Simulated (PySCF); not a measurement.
Bonds broken one at a time in the series SiF3-X. Gas-phase values, no solvent. One relaxed conformer stands for each flexible species; it need not be the lowest. Strings in code marks are SMILES.

Calculation: r2SCAN-D4/def2-TZVP (PySCF). All candidates: neutral, multiplicity 2. 

```yaml
highest_occupied_spin_orbital: -6.38 eV
dipole_moment: 0.96 D
```

### Question
Which member has these values?
A. `F[Si](F)Br`
B. `F[Si](F)I`
C. `[CH3]`
D. `[Cl]`

### Answer
B, `F[Si](F)I`. The others give `F[Si](F)Br`: -6.57 eV, 0.93 D; `[Cl]`: -8.41 eV, 0.00 D; `[CH3]`: -5.88 eV, 0.00 D
